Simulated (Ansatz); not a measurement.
**C₂H₃F, singlet: CASSCF and its corrections**

Calculated in Ansatz's Gaussian-basis code. Basis cc-pVDZ, nonrelativistic, 3 orbitals frozen in the corrections. State-specific CASSCF; RHF is the lowest restricted (open-shell) Hartree–Fock solution met. Single-reference values can break down or jump between states where bonds are stretched. No symmetry is imposed, so a solution can break that of the shape. No proof that the lowest CASSCF solution was found.

Geometry:

```xyz
6

C    -0.0679    0.4328   -0.0073
C     0.0123   -0.1640   -1.1895
F     0.0510   -0.2544    1.1530
H    -0.2306    1.4913    0.1618
H    -0.7674   -0.8287   -1.5385
H     0.8728    0.0152   -1.8196
```

Question: What do CASSCF and its corrections give against RHF in CAS(2,2), and what are the occupations?

Answer: CASSCF -1.038 eV, SC-NEVPT2 -12.735 eV; occupations 1.77, 0.23.

Question: How do single-reference totals in the same basis and frozen core stand against SC-NEVPT2 in CAS(2,2)?

Answer: CCSD(T) -1.058 eV. Coupled cluster stands on the determinant that it favours, which can lie over the RHF solution above, and is in doubt where the occupations are far from 0, 1 and 2.
